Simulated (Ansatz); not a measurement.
CH₄BO (`[BH]OC`) radical. Charge 0, multiplicity 2.

Z-matrix (Å, degrees):
```
C
O 1 1.426
H 1 1.091 2 108.4
H 1 1.093 2 110.9 3 120.8
H 1 1.091 2 108.4 3 -118.4
B 2 1.320 1 124.1 3 -120.8
H 6 1.207 2 124.7 1 -0.0
```

(1) Give the diagnostics of a CCSD(T)/def2-TZVPP run (frozen core, Ansatz 0.2.0). (Estimate.)

Results:

(1) Computed: T1 = 0.0154, largest single amplitude 0.033, largest double 0.020, (T) share of the correlation energy 3.5 %, 10 CCSD cycles. ⟨S²⟩ of the UHF reference is 0.755 against 0.75 for a pure state. T1 lies under the customary mark of 0.045 for open shells.
